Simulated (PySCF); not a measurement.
Molecule: `C=O`, CH₂O.

Bonds (- single, = double, # triple, : aromatic): C1=O2 1.196 Å. C1 carries H3, H4.

Spin–spin couplings on one PBE0-D3(BJ)/def2-SVP geometry, PySCF, gas phase, non-relativistic, equivalent pairs averaged; isotopes 1H; basis pcJ-1.

Reference values (Hz): 2J(H3,H4) = 40.2 (measured; Jessen and Sauer, arXiv:2312.00705; CC3 and CCSD from Faber, Sauer, Gauss 2017).

**Question.** How do the couplings (Hz) change with the functional? Times are CPU seconds on shared hosts with different chips, so compare them loosely.

**Answer.** 
| functional | functions | 2J(H3,H4) | abs. error | core-s |
| --- | --- | --- | --- | --- |
| LDA | 74 | 33.8 | 6.4 | 0.9 |
| PBE | 74 | 42.8 | 2.6 | 1.4 |
| KT2 | 74 | 54.4 | 14.2 | 1.4 |
| B3LYP | 74 | 45.0 | 4.8 | 1.4 |
| PBE0 | 74 | 41.2 | 1.0 | 1.2 |
| B97-2 | 74 | 38.2 | 2.0 | 1.2 |
| BHandHLYP | 74 | 44.8 | 4.6 | 2.8 |
| CAM-B3LYP | 74 | 44.0 | 3.8 | 3.4 |

Errors compare magnitudes, without vibrational corrections. Closest: PBE0; furthest: KT2. Left out for a near triplet instability: HF/pcJ-1.
